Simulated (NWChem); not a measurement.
Program: NWChem. System: CHO, charge 0, spin multiplicity 2, at a geometry optimised with UPBE0/def2-SVP. The structure started from a generated list of species. Its SCF solution wasn't tested for a lower state. Level: G0W0@UCAM-B3LYP/def2-TZVP, RI basis def2-tzvp-rifit.

The NWChem input:

```
start mol
memory heap 200 mb stack 700 mb global 1700 mb
geometry units angstroms nocenter noautoz
  C      0.492258    -0.316654     0.000000
  O     -0.555334     0.209241     0.000000
  H      1.489122     0.225997     0.000000
  symmetry group Cs
end
basis spherical
  * library def2-tzvp
end
basis "ri basis" bse spherical
  * library def2-tzvp-rifit
end
dft
  xc xcamb88 1.00 lyp 0.81 vwn_5 0.19 hfexch 1.00
  cam 0.33 cam_alpha 0.19 cam_beta 0.46
  odft
  mult 2
  direct
  iterations 100
  tolerances tight
end
task dft energy
gw
  states alpha occ 4 vir 2
  states beta occ 4 vir 2
end
task dft gw
```

Output (cleaned and shortened):

```
             Northwest Computational Chemistry Package (NWChem) 7.3.0
             --------------------------------------------------------

                                NWChem Input Module
                                -------------------

 Scaling coordinates for geometry "geometry" by  1.889725989
 (inverse scale =  0.529177249)

 Turning off AUTOSYM since
 SYMMETRY directive was detected!

                             Geometry "geometry" -> ""
                             -------------------------

 Output coordinates in angstroms (scale by  1.889725989 to convert to a.u.)

  No.       Tag          Charge          X              Y              Z
 ---- ---------------- ---------- -------------- -------------- --------------
    1 C                    6.0000     0.49225800    -0.31665400     0.00000000
    2 O                    8.0000    -0.55533400     0.20924100     0.00000000
    3 H                    1.0000     1.48912200     0.22599700     0.00000000

 Effective nuclear repulsion energy (a.u.)      26.5374361169

            Nuclear Dipole moment (a.u.)
            ----------------------------
        X                 Y               Z
 ---------------- ---------------- ----------------
    -0.0000037795     0.0000018897     0.0000000000

      Symmetry information
      --------------------

 Group name             Cs
 Group number              2
 Group order               2
 No. of unique centers     3

      Symmetry unique atoms

     1    2    3


 Summary of "ao basis" -> "" (spherical)
 ------------------------------------------------------------------------------
       Tag                 Description            Shells   Functions and Types
 ---------------- ------------------------------  ------  ---------------------
 *                         def2-tzvp                  on all atoms

 new library libraries.bse/

 Summary of "ri basis" -> "" (spherical)
 ------------------------------------------------------------------------------
       Tag                 Description            Shells   Functions and Types
 ---------------- ------------------------------  ------  ---------------------
 *                      def2-tzvp-rifit               on all atoms

                                 NWChem DFT Module
                                 -----------------

 Summary of "ao basis" -> "ao basis" (spherical)
 ------------------------------------------------------------------------------
       Tag                 Description            Shells   Functions and Types
 ---------------- ------------------------------  ------  ---------------------
 C                         def2-tzvp                11       31   5s3p2d1f
 O                         def2-tzvp                11       31   5s3p2d1f
 H                         def2-tzvp                 4        6   3s1p

 Summary of "ao basis" -> "ao basis" (spherical)
 ------------------------------------------------------------------------------
       Tag                 Description            Shells   Functions and Types
 ---------------- ------------------------------  ------  ---------------------
 C                         def2-tzvp                11       31   5s3p2d1f
 O                         def2-tzvp                11       31   5s3p2d1f
 H                         def2-tzvp                 4        6   3s1p

      Symmetry analysis of basis
      --------------------------

        a'         47
        a"         21

  int_init: cando_txs set to always be  F

            General Information
            -------------------
          SCF calculation type: DFT
          Wavefunction type:  spin polarized.
          No. of atoms     :     3
          No. of electrons :    15
           Alpha electrons :     8
            Beta electrons :     7
          Charge           :     0
          Spin multiplicity:     2
          Use of symmetry is: on ; symmetry adaption is: on
          Maximum number of iterations: 100
          This is a Direct SCF calculation.
          AO basis - number of functions:    68
                     number of shells:    26
          Convergence on energy requested:  1.00D-06
          Convergence on density requested:  1.00D-05
          Convergence on gradient requested:  5.00D-04

              XC Information
              --------------
                     Hartree-Fock (Exact) Exchange  1.000
                   CAM-Becke88 Exchange Functional  1.000
                      VWN V Correlation Functional  0.190 local
              Lee-Yang-Parr Correlation Functional  0.810

           Range-Separation Parameters
           ---------------------------
           Alpha           :  0.19
           Beta            :  0.46
           Gamma           :  0.33
           Short-Range HF  :     F

             Grid Information
             ----------------
          Grid used for XC integration:  medium
          Radial quadrature: Mura-Knowles
          Angular quadrature: Lebedev.
          Tag              B.-S. Rad. Rad. Pts. Rad. Cut. Ang. Pts.
          ---              ---------- --------- --------- ---------
          C                   0.70       49           7.0       434
          O                   0.60       49           8.0       434
          H                   0.35       45           7.0       434
          Grid pruning is: on
          Number of quadrature shells:   143
          Spatial weights used:  Erf1

          Convergence Information
          -----------------------
          Convergence aids based upon iterative change in
          total energy or number of iterations.
          Levelshifting, if invoked, occurs when the
[...]
                     DFT Final Beta Molecular Orbital Analysis
                     -----------------------------------------

 Vector    5  Occ=1.000000D+00  E=-5.571657D-01  Symmetry=a'
              MO Center= -1.6D-01,  2.0D-01, -1.6D-15, r^2= 1.2D+00
   Bfn.  Coefficient  Atom+Function         Bfn.  Coefficient  Atom+Function
  ----- ------------  ---------------      ----- ------------  ---------------
     6      0.283860  1 C  px                37     -0.271203  2 O  px
    38      0.255844  2 O  py                35      0.193529  2 O  s
    41      0.189168  2 O  py                40     -0.185485  2 O  px
     9      0.177959  1 C  px                36      0.166102  2 O  s
    64      0.133455  3 H  s                 34      0.107235  2 O  s

 Vector    6  Occ=1.000000D+00  E=-5.045990D-01  Symmetry=a"
              MO Center= -2.5D-01,  6.5D-02, -9.3D-15, r^2= 8.7D-01
   Bfn.  Coefficient  Atom+Function         Bfn.  Coefficient  Atom+Function
  ----- ------------  ---------------      ----- ------------  ---------------
    39      0.401547  2 O  pz                42      0.324814  2 O  pz
     8      0.240797  1 C  pz                11      0.188152  1 C  pz
    45      0.182967  2 O  pz                14      0.077741  1 C  pz

 Vector    7  Occ=1.000000D+00  E=-4.636413D-01  Symmetry=a'
              MO Center= -1.6D-01, -1.2D-01, -1.8D-15, r^2= 1.1D+00
   Bfn.  Coefficient  Atom+Function         Bfn.  Coefficient  Atom+Function
  ----- ------------  ---------------      ----- ------------  ---------------
    38      0.282093  2 O  py                37      0.264988  2 O  px
    41      0.232731  2 O  py                 7      0.224867  1 C  py
    40      0.202151  2 O  px                10      0.164056  1 C  py
     4     -0.153974  1 C  s                 44      0.141292  2 O  py
    43      0.127712  2 O  px                 5     -0.096072  1 C  s

 Vector    8  Occ=0.000000D+00  E=-3.211897D-02  Symmetry=a'
              MO Center=  5.2D-01, -3.5D-01,  1.9D-15, r^2= 2.0D+00
   Bfn.  Coefficient  Atom+Function         Bfn.  Coefficient  Atom+Function
  ----- ------------  ---------------      ----- ------------  ---------------
     5      0.824213  1 C  s                 65     -0.656087  3 H  s
    44      0.283755  2 O  py                 7     -0.269792  1 C  py
    38      0.265725  2 O  py                13     -0.223386  1 C  py
    10     -0.220596  1 C  py                41      0.221156  2 O  py
    64     -0.194293  3 H  s                  4      0.161977  1 C  s

 Vector    9  Occ=0.000000D+00  E= 1.277682D-02  Symmetry=a"
              MO Center=  3.6D-01, -2.1D-01, -1.2D-14, r^2= 1.9D+00
   Bfn.  Coefficient  Atom+Function         Bfn.  Coefficient  Atom+Function
  ----- ------------  ---------------      ----- ------------  ---------------
    14      0.605663  1 C  pz                45     -0.421172  2 O  pz
     8      0.347357  1 C  pz                11      0.329969  1 C  pz
    39     -0.298690  2 O  pz                42     -0.227503  2 O  pz
    23     -0.038605  1 C  d  1

 Vector   10  Occ=0.000000D+00  E= 1.174157D-01  Symmetry=a'
              MO Center=  1.7D+00,  2.6D-01, -1.6D-13, r^2= 3.2D+00
   Bfn.  Coefficient  Atom+Function         Bfn.  Coefficient  Atom+Function
  ----- ------------  ---------------      ----- ------------  ---------------
    65      2.594357  3 H  s                  5     -0.974820  1 C  s
    12     -0.835208  1 C  px                13     -0.614913  1 C  py
    64     -0.419827  3 H  s                  4     -0.395750  1 C  s
    44      0.290542  2 O  py                36     -0.238889  2 O  s
     6     -0.178594  1 C  px                 7     -0.129975  1 C  py

   alpha - beta orbital overlaps
   -----------------------------

   alpha      1      2      3      4      5      6      7      8      9     10
    beta      1      2      3      4      5      7      6      8      9     10
 overlap   1.000  1.000  1.000  0.997  0.968  0.963  1.000  0.984  0.999  0.995

   alpha     11     12     13     14     15     16     17     18     19     20
    beta     11     13     12     14     15     16     17     18     19     20
 overlap   0.999  0.983  0.999  0.991  0.999  0.994  1.000  0.997  0.994  0.999

   alpha     21     22     23     24     25     26     27     28     29     30
    beta     21     22     23     24     25     26     27     28     29     30
 overlap   0.732  0.732  0.999  0.998  1.000  0.983  1.000  0.981  0.998  1.000

   alpha     31     32     33     34     35     36     37     38     39     40
    beta     31     32     33     34     35     36     37     38     39     40
 overlap   1.000  1.000  0.989  0.989  0.999  0.998  0.998  0.999  0.999  0.999

   alpha     41     42     43     44     45     46     47     48     49     50
    beta     41     42     43     44     45     46     47     48     49     50
 overlap   0.997  0.922  0.923  0.981  0.979  0.952  0.954  0.995  0.998  1.000

   alpha     51     52     53     54     55     56     57     58     59     60
    beta     51     52     53     54     55     56     57     58     59     60
 overlap   0.994  0.993  1.000  1.000  1.000  1.000  1.000  1.000  1.000  1.000

   alpha     61     62     63     64     65     66     67     68
    beta     61     62     63     64     65     66     67     68
 overlap   1.000  0.991  0.991  1.000  1.000  1.000  1.000  1.000

     --------------------------
     Expectation value of S2:
     --------------------------
      <S2> =      0.7539 (Exact =     0.7500)

 center of mass
 --------------
 x =  -0.09608331 y =  -0.01467928 z =   0.00000000

 moments of inertia (a.u.)
 ------------------
           6.975171393692          12.146535504128           0.000000000000
          12.146535504128          35.712202693740           0.000000000000
           0.000000000000           0.000000000000          42.687374087432

     Multipole analysis of the density
     ---------------------------------

     L   x y z        total         alpha         beta         nuclear
     -   - - -        -----         -----         ----         -------
     0   0 0 0     -0.000000     -8.000000     -7.000000     15.000000

     1   1 0 0      0.660096     -0.079575      0.739676     -0.000004
     1   0 1 0      0.104715      0.381730     -0.277016      0.000002
     1   0 0 1      0.000000     -0.000000      0.000000      0.000000

     2   2 0 0     -7.967713    -16.518462    -13.370440     21.921188
     2   1 1 0      0.555236      3.329839      2.683072     -5.457675
     2   1 0 1     -0.000000      0.000000     -0.000000      0.000000
     2   0 2 0     -9.284846     -7.765210     -5.101226      3.581590
     2   0 1 1      0.000000     -0.000000      0.000000      0.000000
     2   0 0 2     -8.198173     -4.433874     -3.764299      0.000000

 Task  times  cpu:        6.6s     wall:        6.6s

                                NWChem Input Module
                                -------------------

                                 NWChem GW Module
                                 ----------------

                             ***********************
                             ***        GW       ***
                             ***********************

 Summary of "ri basis" -> "ri basis" (spherical)
 ------------------------------------------------------------------------------
       Tag                 Description            Shells   Functions and Types
 ---------------- ------------------------------  ------  ---------------------
 C                      def2-tzvp-rifit             22       76   8s6p4d3f1g
 O                      def2-tzvp-rifit             22       76   8s6p4d3f1g
 H                      def2-tzvp-rifit              7       15   4s2p1d

  int_init: cando_txs set to always be  F
  int_init: cando_txs set to always be  F

                 Memory Information
                 ------------------
          Available GA per process is          1699.9 MBs
          Available stack per process is        700.0 MBs
          Available heap per process is           0.0 MBs

          Peak memory in Initialization
              Peak GA per process is                  1.9 MBs
              Peak stack per process is               0.1 MBs
              Peak heap per process is                2.0 MBs
              Memory not in MA per process            0.0 MBs

          Peak memory in AFF Calculation
              Peak GA per process is                  9.0 MBs
              Peak stack per process is               6.3 MBs
              Peak heap per process is                0.0 MBs
              Memory not in MA per process            6.3 MBs

          Computing 2-center integrals
          Computing Inverse Cholesky factor
          Computing 3-center integrals
          Computing V_xc ...

          Computing Sigma_x
          Computing RPA polarizability
          Solving quasiparticle equations

                  Alpha Orbitals
          State     Energy (eV)     Error (eV)
          -----------------------------------
@GW         5        -17.303           0.003
@GW         6        -15.459           0.003
@GW         7        -15.536           0.003
@GW         8         -9.306           0.003
@GW         9          1.698           0.004
@GW        10          4.202           0.003

                   Beta Orbitals
          State     Energy (eV)     Error (eV)
          -----------------------------------
@GW         4        -19.818           0.004
@GW         5        -16.763           0.003
@GW         6        -15.303           0.003
@GW         7        -14.131           0.003
@GW         8          0.745           0.003
@GW         9          2.128           0.004

   Applying  -1.4343 eV scissor-shift to rest of particle states

   Applying   1.7540 eV scissor-shift to rest of hole states

   Applying  -1.5144 eV scissor-shift to rest of particle states

   Applying   1.6187 eV scissor-shift to rest of hole states

     GW Timing Statistics
   ------------------------
   Init.   :          0.0s
     ERIs  :          0.1s
     Distr.:          0.0s
     Vxc   :          0.5s
   Sigma_x :          0.0s
   RPA     :          0.1s
   Wmn     :          0.0s
   Sigma_c :          0.0s
   GW total:          0.7s

 Task  times  cpu:        0.7s     wall:        0.7s

 Total times  cpu:        7.3s     wall:        7.3s
```
